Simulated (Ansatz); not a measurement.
Input file:

```yaml
crystal:
  periodic: [false, false, false]
  atoms:
    - {symbol: B, position_ang: [0.000000, 0.000000, -1.463800]}
    - {symbol: O, position_ang: [0.000000, 0.000000, -0.181300]}
    - {symbol: Ge, position_ang: [0.000000, 0.000000, 1.645100]}
basis:
  gaussian: {orbitals: cc-pVDZ, fitting: {mean_field: def2-universal-jkfit}}
magnetization: {spin_polarized: true, initial_magnetization: 3}
hamiltonian: {xc: {name: PBE0}}
correlation: {method: ccsd, electrons: outside_noble_gas}
scf: {lower_state_search: light}
```

```sh
$ ansatz run in.yaml --threads 1 --pin off --events-out ev --progress --plain --max-ram 2393MiB
```

Log:

```
418 factors; integrals over basis functions are off by at most 8.9e-2 eV
mean field evaluation 1: about -59222.9287 eV, gradient 3.0e1 eV
mean field evaluation 2: about -59222.9270 eV, gradient 3.0e1 eV
mean field evaluation 4: about -59226.3040 eV, gradient 7.6e0 eV
mean field evaluation 8: about -59226.9363 eV, gradient 2.2e-1 eV
mean field evaluation 16: about -59226.9374 eV, gradient 4.1e-5 eV
mean field evaluation 32: about -59217.1958 eV, gradient 1.6e1 eV
mean field -59226.93736603 eV, -2176.5498027415 hartree, gradient 1.4e-6 eV, S^2 3.781006; 2 other end points of the search recorded, 0 dependent functions left out
16 core orbitals not correlated: weight in the atoms' cores, before any rotation towards them, 0.987 or more for the frozen orbitals, at most 0.012 for the correlated occupied ones
reference -59178.44734475 eV, -2174.7678273273 hartree; 8, 5 occupied and 31, 34 virtual orbitals, 418 factors
second order -8.68158630 eV of doubles, -0.34404259 eV of singles
cycle   1  -8.37797271 eV  change    6.3e-1 eV  update   1.4e-1
cycle   2  -8.76057414 eV  change   -3.8e-1 eV  update   6.6e-2
cycle   3  -8.86248842 eV  change   -1.0e-1 eV  update   1.9e-2
cycle   4  -8.87523956 eV  change   -1.3e-2 eV  update   9.1e-3
cycle   5  -8.87535026 eV  change   -1.1e-4 eV  update   6.3e-3
cycle   6  -8.88079204 eV  change   -5.4e-3 eV  update   3.7e-3
cycle   7  -8.88102841 eV  change   -2.4e-4 eV  update   2.0e-3
cycle   8  -8.88170744 eV  change   -6.8e-4 eV  update   9.2e-4
cycle   9  -8.88189740 eV  change   -1.9e-4 eV  update   3.9e-4
cycle  10  -8.88173912 eV  change    1.6e-4 eV  update   2.1e-4
cycle  11  -8.88179705 eV  change   -5.8e-5 eV  update   8.5e-5
cycle  12  -8.88176793 eV  change    2.9e-5 eV  update   4.0e-5
cycle  13  -8.88178086 eV  change   -1.3e-5 eV  update   1.8e-5
cycle  14  -8.88177575 eV  change    5.1e-6 eV  update   1.1e-5
Total energy: -59187.32912050 eV, -2175.0942265658 hartree
```

Ran on 1 thread of Arm Neoverse V2, shared host: 3 s wall, 0.13 GiB peak host memory.
